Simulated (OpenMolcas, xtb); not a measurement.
**BH2F (SMILES [H]B([H])F): methods side by side**

BH2F has 4 atoms, charge 0, and is taken as a singlet. SMILES: `[H]B([H])F`. The shape is that of a GFN2-xTB optimisation.

Each level gives the HOMO–LUMO gap (eV). The values are calculated.

```tsv
level	kind	program	value (eV)
GFN2-xTB	semi-empirical	xtb	4.85
GFN1-xTB	semi-empirical	xtb	5.29
UHF/STO-3G	Hartree–Fock	OpenMolcas	18.58
SVWN5/STO-3G	LDA	OpenMolcas	5.51
PBE/STO-3G	GGA	OpenMolcas	5.75
r2SCAN/STO-3G	meta-GGA	OpenMolcas	6.62
B3LYP/STO-3G	global hybrid	OpenMolcas	8.40
B2PLYP/STO-3G	double hybrid	OpenMolcas	12.62
```

The values span 4.85 to 18.58 eV. All rows use very small basis sets, so even the best lies far from the true value. Orbital gaps aren't excitation energies, and those of double hybrids come from the SCF part alone; they tend to grow with the share of exact exchange.
